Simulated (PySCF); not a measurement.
# CH5NSi (SMILES C[Si]N): BLYP/cc-pVDZ

Aim: the vertical ionisation energy of CH5NSi at BLYP/cc-pVDZ, from 2 runs. Input form: a Python script.

Program for the calculation: PySCF 2.14.0.

### Step 1. The molecule

The species is CH5NSi (8 atoms), meant as a singlet with charge 0. SMILES: `C[Si]N`. Geometry: relaxed at PBE0-D4/def2-TZVP. This is one conformer, not always the lowest.

Bond lengths: C1–Si2 1.904 Å, Si2–N3 1.709 Å, C1–H4 1.094 Å, C1–H5 1.094 Å, C1–H6 1.098 Å, N3–H7 1.008 Å, N3–H8 1.010 Å. Angles: C1–Si2–N3 98.7°, Si2–C1–H4 115.0°, Si2–C1–H5 110.7°, Si2–C1–H6 107.9°, Si2–N3–H7 121.7°, Si2–N3–H8 126.1°, H4–C1–H5 108.8°, H4–C1–H6 108.0°, H5–C1–H6 106.1°, H7–N3–H8 112.1°.

### Step 2. The energy at BLYP/cc-pVDZ

Input file calc.py:

```python
from pyscf import gto, dft

molecule = gto.Mole()
molecule.atom = '''
C     -1.247219     1.558457    -1.043318
Si     1.821318     1.235503     0.808236
N      1.761603    -1.954733     1.305234
H     -1.939615    -0.192374    -1.897852
H     -1.062971     2.992192    -2.521084
H     -2.704954     2.258223     0.256814
H      3.120316    -2.838180     2.305655
H      0.425566    -3.166614     0.680868
'''
molecule.basis = 'cc-pvdz'
molecule.max_memory = 1860
molecule.spin = 0
molecule.verbose = 3
molecule.unit = 'bohr'
molecule.build()

mf = dft.RKS(molecule)
mf.xc = 'blyp'
mf.grids.level = 4
mf.conv_tol = 1e-10
mf.kernel()
if not mf.converged:
    mf = mf.newton().run(mf.mo_coeff, mf.mo_occ)

energy = mf.e_tot
print('E(%s) = %.9f' % ('BLYP', energy))
```

Command:

```
$ OMP_NUM_THREADS=1 python calc.py
```

The program printed:

```text
converged SCF energy = -385.298815737635
E(BLYP) = -385.298815738
```

It took 8.7 s on 1 thread of Arm Neoverse V2, shared host; peak memory 0.35 GiB.

### Step 3. The doublet cation at the same level

Input file calc.py:

```python
from pyscf import gto, dft

mol = gto.Mole()
mol.atom = '''
C     -1.247219     1.558457    -1.043318
Si     1.821318     1.235503     0.808236
N      1.761603    -1.954733     1.305234
H     -1.939615    -0.192374    -1.897852
H     -1.062971     2.992192    -2.521084
H     -2.704954     2.258223     0.256814
H      3.120316    -2.838180     2.305655
H      0.425566    -3.166614     0.680868
'''
mol.verbose = 3
mol.max_memory = 1860
mol.unit = 'bohr'
mol.basis = 'cc-pvdz'
mol.spin = 1
mol.charge = 1
mol.build()

mf = dft.UKS(mol)
mf.xc = 'blyp'
mf.conv_tol = 1e-10
mf.grids.level = 4
mf.kernel()
if not mf.converged:
    mf = mf.newton().run(mf.mo_coeff, mf.mo_occ)

etot = mf.e_tot
print('E = %.10f Eh' % etot)
```

Command:

```
$ OMP_NUM_THREADS=1 python calc.py
```

The program printed:

```text
converged SCF energy = -385.006419807481  <S^2> = 0.75397852  2S+1 = 2.0039746
E = -385.0064198075 Eh
```

It took 14 s on 1 thread of Arm Neoverse V2, shared host; peak memory 0.36 GiB.

### Step 4. Results

At BLYP/cc-pVDZ:

```
                                          quantity          value
                      singlet CH5NSi: total energy  -385.29882 Eh
                     singlet CH5NSi: dipole moment         2.18 D
                       singlet CH5NSi: HOMO energy       -4.66 eV
                       singlet CH5NSi: LUMO energy       -1.51 eV
                     singlet CH5NSi: HOMO–LUMO gap        3.15 eV
                      doublet cation: total energy  -385.00642 Eh
doublet cation: HOMO energy (highest over α and β)      -12.61 eV
 doublet cation: LUMO energy (lowest over α and β)      -11.18 eV
                              doublet cation: ⟨S²⟩          0.754
vertical ionisation energy (to the doublet cation)       7.956 eV
```

Removing an electron at fixed nuclei costs 7.96 eV (768 kJ/mol). −ε(HOMO) before ionisation, 4.66 eV, is 3.30 eV below this ionisation energy. Mulliken charges (singlet CH5NSi) run from -0.15 on N3 to +0.10 on Si2. Mulliken charges (doublet cation) run from -0.13 on C1 to +0.62 on Si2; they depend strongly on the basis.
